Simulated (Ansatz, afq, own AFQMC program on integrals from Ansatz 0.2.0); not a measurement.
Integrals from Ansatz 0.2.0, then the random walk in our own AFQMC program (afq).

```yaml
crystal:
  periodic: [false, false, false]
  atoms:
    - {symbol: N, position_ang: [-0.088694, 0.000000, 0.644562]}
    - {symbol: C, position_ang: [0.084787, 0.000000, -0.730476]}
    - {symbol: H, position_ang: [0.221344, -0.832606, 1.120582]}
    - {symbol: H, position_ang: [0.221343, 0.832606, 1.120582]}
    - {symbol: H, position_ang: [-0.110242, -0.930197, -1.246908]}
    - {symbol: H, position_ang: [-0.110243, 0.930197, -1.246908]}
basis:
  gaussian: {orbitals: 6-31G}
magnetization: {spin_polarized: true, initial_magnetization: 1}
correlation: {method: ccsd_t, electrons: outside_noble_gas, hamiltonian_folder: ham}
```

```sh
$ ansatz run in.yaml --threads 1 --pin off --events-out ev --progress --plain --max-ram 1382MiB
```

afq runs on the folder ham with

```
--method phaseless --trial cisd --walkers 70 --populations 1 --least-time 40 --time-step 0.005 --steps-per-block 50 --equilibration-blocks 28 --max-blocks 300 --target-error 0.00043 --factor-cut 1e-05 --start spin_pure --seed 8568 --release-times 0.24,0.5,1,1.5 --release-step 0.02 --release-every 4 --taylor-order 6
```

Times are imaginary, in 1/Eh. The walk had a cap of 512 s.

```
orbitals 24  electrons 7 6  factors 174 of 387
reference energy -94.55100593 Eh
CCSD correlation -0.20753019 Eh in 11 cycles, weight of the determinant in the CISD state 0.9135
energy of the start -94.758279 Eh
 block  time / (1/Eh)  mean weight  energy / Eh
     1     0.250  1.0010  -94.756014
     2     0.500  1.0025  -94.755976
     3     0.750  0.9998  -94.761331
     4     1.000  0.9979  -94.764041
     5     1.250  1.0001  -94.756696
     8     2.000  1.0014  -94.758316
    13     3.250  1.0014  -94.763535
    25     6.250  1.0005  -94.757247
    37     9.250  1.0039  -94.758808
    49    12.250  1.0002  -94.764805
    57    14.250  1.0032  -94.773611
    61    15.250  0.9992  -94.761304
    73    18.250  1.0026  -94.765144
    85    21.250  1.0001  -94.758467
    97    24.250  0.9981  -94.765362
   109    27.250  0.9987  -94.761927
   121    30.250  1.0007  -94.761418
   133    33.250  0.9983  -94.766348
   145    36.250  1.0007  -94.760661
   157    39.250  0.9987  -94.757843
   169    42.250  1.0011  -94.760537
   177    44.250  1.0002  -94.756069
   181    45.250  1.0021  -94.758689
   185    46.250  1.0001  -94.763665
blocks merged  error / Eh  count
     1  0.000289  160
     2  0.000311  80
     4  0.000340  40
     8  0.000342  20
    16  0.000342  10
released: time / (1/Eh)  energy / Eh  error  mean overlap
  0.24  -94.762591  0.000426  0.9944
  0.50  -94.762543  0.000392  0.9957
  1.00  -94.763176  0.000335  0.9805
  1.50  -94.762856  0.000421  0.9679
energy -94.762939 +/- 0.000342 Eh
(rows thinned)
```

Problem. Estimate how long the walk took on 1 thread of Arm Neoverse N1 (shared host).

Solution. 3.8 min of wall time.

The run passed its tests (sampling time, drift between the halves within three errors, error under three times the target), which doesn't prove that it has relaxed.

Against this walk (error 9.3 meV) on the same determinant: CCSD(T) 21.9 meV higher, CCSDT(Q) 0.0 meV higher (within the noise). The error is statistical and leaves out the bias of the constraint. Released to 1.50 1/Eh the energy moves by 2 ± 15 meV (both errors), within twice the noise.

Cautions: constraint bias not in the error.

CCSDT and higher add their correlation energy to the determinant of the CCSD(T) run, since their own runs factorise the integrals more tightly (a shift of under 2 meV). A walk keeps the symmetry of its determinant, which the program's search chose and which needn't be the lowest solution, so a lower state of the same spin and another symmetry isn't excluded.
